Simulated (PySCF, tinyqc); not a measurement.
Worked calculation: RKS/PBE in the sto-6g basis, for BH, spin multiplicity 1. The lowest restricted solution is unstable here: a spin-polarised one lies 0.0000 hartree lower (PySCF). One step of it, computed by the program tinyqc.

Task: Iteration 2: DIIS coefficients. Solve [B -1; -1 0][c; lambda] = [0; -1] for the coefficients, which sum to one.

B (overlaps of the stored error matrices):
```
                1               2
1   5.6888485e-02  -4.6429369e-02
2  -4.6429369e-02   1.7092957e-01
```

Give: DIIS coefficients.

Result:

DIIS coefficients: 0.678  0.322
